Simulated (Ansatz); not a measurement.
# SiO+ (quartet): the correlation ladder at distance Si1–O2 = 1.714 Å, cc-pVDZ

One table from this session's results is given with a row withheld; the runs are named, their logs left out.

Computed with Ansatz 0.2.0, Gaussian basis. Level: cc-pVDZ, core rule «outside noble gas», up to 6 orbitals frozen.

Plan: UHF; CCSD(T) on ROHF; CCSD(T) on UHF; BCCD(T) on ROHF; CISD as a restricted active space (open shells left free, so some higher excitations enter); CCSDT(Q) on ROHF; CCSDT(Q) on UHF; CISDTQ; CCSDTQ on ROHF; CCSDTQ on UHF; CASSCF and MRCISD+Q, 5 electrons in 5 orbitals; CASSCF and NEVPT2, 5 electrons in 5 orbitals; CASSCF and MRCISD+Q, 9 electrons in 8 orbitals; CASSCF and NEVPT2, 9 electrons in 8 orbitals; Full CI.

**What is computed**

The geometry derives from a PBE0/def2-TZVP stationary point (not a proven minimum). One bond is set to the value named and the two fragments are kept rigid.

2 atoms, charge 1, spin multiplicity 4.

Atoms are counted from 1 here; the program's logs count them from 0.

Bond lengths: Si1–O2 1.714 Å.

The first run:

in.yaml reads:

```yaml
crystal:
  periodic: [false, false, false]
  atoms:
    - {symbol: Si, position_ang: [0.000000, 0.000000, 0.000000]}
    - {symbol: O, position_ang: [0.000000, 0.000000, 1.713500]}
basis:
  gaussian: {orbitals: cc-pVDZ}
total_charge: 1
magnetization: {spin_polarized: true, initial_magnetization: 3}
hamiltonian: {xc: hf}
output: {orbitals: {seedname: orbitals}}
```

Started as:

```
> ansatz run in.yaml --threads 1 --pin off --events-out ev --progress --plain --max-ram 2880MiB --backend cpu
```

Among the steps run: UHF; CCSD(T) on ROHF; CCSD(T) on UHF; BCCD(T) on ROHF; CISD as a restricted active space (open shells left free, so some higher excitations enter); CCSDT(Q) on ROHF; CCSDT(Q) on UHF; CISDTQ; CCSDTQ on ROHF; CCSDTQ on UHF; CASSCF and MRCISD+Q, 5 electrons in 5 orbitals; CASSCF and NEVPT2, 5 electrons in 5 orbitals; CASSCF and MRCISD+Q, 9 electrons in 8 orbitals; CASSCF and NEVPT2, 9 electrons in 8 orbitals; Full CI.

One table of the session follows, with a row left open; its other results are not shown here.

```
   method  from FCI (meV)
     ROHF         +6033.3
      UHF         +5770.1
     RMP2         +1040.7
     UMP2         +1072.4
     CISD          +684.9
    RCCSD          +453.2
    UCCSD          +435.2
 RCCSD(T)          +248.6
 UCCSD(T)          +255.9
  BCCD(T)               ?
   RCCSDT           +83.9
   UCCSDT           +86.4
   CISDTQ           +44.9
RCCSDT(Q)            -2.0
UCCSDT(Q)            -0.6
  RCCSDTQ            +5.3
  UCCSDTQ            +4.9
      FCI               0
```

Q: Estimate the row for BCCD(T) from the others.

**Answer.** from FCI (meV): +261.6. In the column «from FCI (meV)» it lies between UCCSD(T) (+255.9) and UCCSD (+435.2).

Limits of these values: The report flags that the cluster equations may have other roots. Left out of the table: CASSCF pair, NEVPT2 pair, MRCISD pair, MRCISD+Q pair, CASSCF valence, NEVPT2 valence, MRCISD valence, MRCISD+Q valence (the active space lost an orbital or holds another state than full CI finds). The program flags RCCSDT(Q), UCCSDT(Q), RCCSDTQ, UCCSDTQ as in doubt, so those rows may rest on another solution. RCCSDT(Q) falls below full CI, which methods that aren't variational can do. Levels on UHF freeze UHF's core orbitals, full CI those of ROHF, so the U rows can settle a little off it for that reason alone. Restricted and unrestricted rows rest on different reference determinants; a gap between their highest levels can come from leftover correlation error, from unlike frozen cores or from another state.
